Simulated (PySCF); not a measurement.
## How well do the runs reproduce experiment for cyclopropane?

**The experiment to reproduce.**

NIST CCCBDB Release 22 (SRD 101), experimental polarizabilities lists, for the gas: mean polarisability 5.64 Å³.

The runs below try to reproduce these values; the comparison stands at the end.

Cyclopropane, C₃H₆.
SMILES with atom numbers: `[CH2:1]1[CH2:2][CH2:3]1` (hydrogens: H4, H5 on C1; H6, H7 on C2; H8, H9 on C3)

Cartesian coordinates in Å at the GFN2-xTB level; atoms count from 1:
```
atom  x, y, z in Å
C1    -0.7519   -0.4217    0.0161
C2     0.7396   -0.4264    0.1355
C3     0.0167    0.8501   -0.1595
H4    -1.3378   -0.5461    0.9140
H5    -1.1961   -0.8759   -0.8564
H6     1.1753   -0.5541    1.1147
H7     1.3146   -0.8820   -0.6560
H8    -0.0436    1.5958    0.6183
H9     0.0966    1.2663   -1.1520
```

Runs made with PySCF (gas phase, on this GFN2-xTB geometry; no spin–orbit coupling):

```tsv
level	job	basis functions	wall time
PBE0/def2-SVPD	8 singlets by full TDDFT, 3 Tamm–Dancoff triplets, polarisability	108	4.0 s
```

Hardware: x86-64 server, one thread, on a shared host.

## Comparison

**Mean polarisability.** Measured: 5.64 Å³ (NIST CCCBDB Release 22 (SRD 101), experimental polarizabilities).

| level | computed (Å³) | computed − measured (Å³) | % (from the printed values) |
| --- | --- | --- | --- |
| PBE0/def2-SVPD | 5.19 | -0.45 | -8 |

The computed values are static and purely electronic, with core orbitals frozen in the response (1 au = 0.148185 Å³). The table of measured values doesn't say here whether a value is static or optical, or holds a vibrational part.

The geometry is computed, not the measured one. Where a level misses, the cause wasn't examined.
